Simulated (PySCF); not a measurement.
# 1-Chloro-1-Fluoroallene: geometry, spin-spin couplings

What spin-spin couplings should 1-Chloro-1-Fluoroallene (`C=C=C(F)Cl`) show?

Computed with PySCF 2.14.0, with density-fitted response routines of our own, on a single molecule in the gas phase. Atoms are numbered from 0 throughout.

## (1) The starting structure

7 atoms, charge 0, multiplicity 1; geometry from: MMFF94s. The atoms were then displaced at random by about 0.03 Å, so the start is not that level's minimum.

Bonds of the start (Å): C0–C1 1.22, C1–C2 1.25, C2–F3 1.42, C2–Cl4 1.73, C0–H5 1.15, C0–H6 1.09.

## (2) Geometry optimisation at PBE0-D3(BJ)/def2-SVP

The job: settings as JSON, then the geometry in Å.

```
{"job": {"xc": "PBE0", "basis": "def2-SVP", "d3": "d3bj", "grid": 1, "shake": 0.03, "kind": "geom"}, "charge": 0, "multiplicity": 1}
C     -1.292580    -0.077240     0.044250
C     -0.072360    -0.060180    -0.009240
C      1.179830    -0.104770    -0.063590
F      1.985480    -1.267590    -0.166000
Cl     2.087460     1.359140     0.039520
H     -1.940030     0.114980    -0.889380
H     -1.855960    -0.066350     0.975900
```

Run with:

```bash
OMP_NUM_THREADS=1 python probes_run.py task.json out
```

One launch serves the whole session: the jobs run in the order shown.

**Question.** This job is followed by: B3LYP/cc-pVTZ indirect spin-spin coupling, non-relativistic, gas phase; B3LYP/6-31G* indirect spin-spin coupling, non-relativistic, gas phase. Predict these results of the whole session: point group; rotational constants (main isotopes); largest coupling of the table (B3LYP/cc-pVTZ); range of J(C2,F3), mean over like pairs.

As calculated:

```
                                     quantity                     value
                                  point group                        Cs
         rotational constants (main isotopes)      6.75, 2.83, 2.02 GHz
largest coupling of the table (B3LYP/cc-pVTZ)  1J(C,F) C2–F3, -364.4 Hz
      range of J(C2,F3), mean over like pairs       -364.4 to -246.4 Hz
```

In words: The start was shaken at random, so part of the energy gained undoes that. Relaxing lowered the energy by 0.670 eV in 7 steps; the close pair that moved most is C2–F3, from 1.418 to 1.324 Å. No frequency check was run at this level, so the end point may be a saddle. In the run at B3LYP/cc-pVTZ, the largest coupling of the table is C2–F3, -364.4 Hz, of which the Fermi-contact term gives -343.0 Hz. The coupling C2–F3, as a mean over pairs of its kind, runs from -364.4 Hz (B3LYP/cc-pVTZ) to -246.4 Hz (B3LYP/6-31G*). Couplings from bases without tight functions are rough.
